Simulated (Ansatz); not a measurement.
## Ge (I4₁/amd, No. 141; start mp-1061054; another form than the element's usual one): properties by level of theory

```
level (code)           equilibrium lattice constant a (Å)  lattice parameter c (Å)
---------------------  ----------------------------------  -----------------------
LDA (Ansatz)                                        5.086                    2.771
PBEsol (Ansatz)                                     5.126                    2.794
r²SCAN-D4 (Ansatz)                                  5.126                    2.804
r²SCAN+rVV10 (Ansatz)                               5.129                    2.806
```

Caveats: the relaxation could not lower the start's symmetry, so the cell can be a saddle point above a distorted one (LDA, PBEsol, r²SCAN-D4, r²SCAN+rVV10). Ansatz's density-functional and Hartree–Fock values are scalar-relativistic unless marked +SOC, with PAW data made under PBE.

A start named mp-… is a Materials Project structure, which can be a computed phase never made.

Ansatz is an electronic-structure program.
